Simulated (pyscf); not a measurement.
**Four-centre exchange: `[OH][Si]([OH])([OH])[F]` + `[FH]` → `[OH][Si]([OH])([F])[F]` + `[OH2]`**

Gas phase, singlet surface, charge 0. Bonds broken: Si2–O5, H9–F10. Bonds formed: Si2–F10, O5–H9. Optimised with ωB97X-D3(BJ)/def2-SVP in PySCF.

Transition state (Å):

```xyz
10

O     -1.6890     1.4357     0.6434
Si    -1.3611     0.0470    -0.1605
O     -1.2290    -1.4483     0.5112
F     -2.7207    -0.1577    -1.0205
O     -0.3166     0.2903    -1.6113
H     -0.9331     1.7704     1.1387
H     -0.4263    -1.5459     1.0357
H     -0.3852    -0.3419    -2.3391
H      0.5303     0.2799    -0.8744
F      0.5751     0.3070     0.3716
```

One imaginary mode, 612i cm⁻¹; descent along it reached the two sides named, in the forms told below.

| bond | change | reactant side (Å) | saddle | product side |
|---|---|---|---|---|
| Si2–O5 | breaks | 1.682 | 1.804 | 1.978 |
| H9–F10 | breaks | 0.949 | 1.247 | 2.276 |
| Si2–F10 | forms | 2.9 | 2.025 | 1.692 |
| O5–H9 | forms | 1.692 | 1.123 | 0.968 |

Electronic energies relative to the separated reactants (kcal/mol):

```tsv
level	barrier	reaction energy	reverse barrier
ωB97X-D3(BJ)/def2-TZVP	10.8	-8.8	19.6
PBE/def2-TZVP	7.1	-9.5	16.6
r²SCAN/def2-TZVP	7.4	-9.8	17.1
B3LYP-D3(BJ)/def2-TZVP	11.1	-9.3	20.4
PBE0-D3(BJ)/def2-TZVP	9.2	-8.7	17.9
M06-2X/def2-TZVP	10.6	-8.6	19.2
ωB97M-D3(BJ)/def2-TZVP	10.4	-9.1	19.5
HF/def2-TZVP	26.9	-9.9	36.8
```

With ωB97M-D3(BJ)/def2-TZVP energies and thermal terms (ideal gas, 1 atm, RRHO with modes under 100 cm⁻¹ raised to 100, one conformer, R ln 2 for rigid chiral ones), in kcal/mol:

| T (K) | ΔH‡ | ΔG‡ | ΔH | ΔG |
|---|---|---|---|---|
| 298 | 10.5 | 21.9 | -8.7 | -9.5 |
| 600 | 9.7 | 33.9 | -9.2 | -10.1 |
| 900 | 9.6 | 46.1 | -9.7 | -10.5 |
| 1200 | 9.9 | 58.2 | -10.1 | -10.7 |

On the reactant side the descent ends in a bound adduct, 8.1 kcal/mol under the separated species and 18.9 kcal/mol under the saddle at ωB97X-D3(BJ)/def2-TZVP. On the product side the descent ends in an adduct with a O–Si contact, 8.5 kcal/mol over the separated species and 11.0 kcal/mol under the saddle at ωB97X-D3(BJ)/def2-TZVP. What is counted as broken (O–Si) persists as a longer contact in the product adduct; parting that adduct is a step of its own. One saddle was located; it need not be the lowest between these sides.
